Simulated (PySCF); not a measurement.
**Basis-set dependence of LiB at r²SCAN**

PySCF, UKS reference; triplet, unpaired electrons σ ↑, π ↑; De to Li + B without counterpoise correction.

```json
{"basis": "3-21G", "relativity": "no relativity", "functions": "18", "Re (Å)": "2.212", "ωe (cm⁻¹)": "523", "De (eV)": "1.51", "μ (D)": "-5.15"}
{"basis": "pcseg-1", "relativity": "no relativity", "functions": "23", "Re (Å)": "2.163", "ωe (cm⁻¹)": "528", "De (eV)": "1.48", "μ (D)": "-5.76"}
{"basis": "6-31G(d,p)", "relativity": "no relativity", "functions": "28", "Re (Å)": "2.164", "ωe (cm⁻¹)": "533", "De (eV)": "1.47", "μ (D)": "-4.78"}
{"basis": "def2-SVPD", "relativity": "no relativity", "functions": "32", "Re (Å)": "2.150", "ωe (cm⁻¹)": "550", "De (eV)": "1.62", "μ (D)": "-5.82"}
{"basis": "def2-TZVPP", "relativity": "no relativity", "functions": "50", "Re (Å)": "2.148", "ωe (cm⁻¹)": "537", "De (eV)": "1.51", "μ (D)": "-5.79"}
{"basis": "cc-pVTZ", "relativity": "no relativity", "functions": "60", "Re (Å)": "2.148", "ωe (cm⁻¹)": "535", "De (eV)": "1.53", "μ (D)": "-5.71"}
```

How does each smaller set differ from the one with most functions, cc-pVTZ?

3-21G: +6.4 pm, -2.2 % in ωe, -0.02 eV in De; pcseg-1: +1.5 pm, -1.3 % in ωe, -0.05 eV in De; 6-31G(d,p): +1.6 pm, -0.4 % in ωe, -0.06 eV in De; def2-SVPD: +0.2 pm, +2.8 % in ωe, +0.09 eV in De; def2-TZVPP: +0.0 pm, +0.4 % in ωe, -0.02 eV in De. All at r²SCAN; the set with most functions is neither the basis-set limit nor always the best.

A positive dipole means Li(−)B(+). 3-21G is very small, so such numbers show the basis as much as the molecule. The state is the lowest determinant that a PBE0 search found; another state may lie lower at other levels.
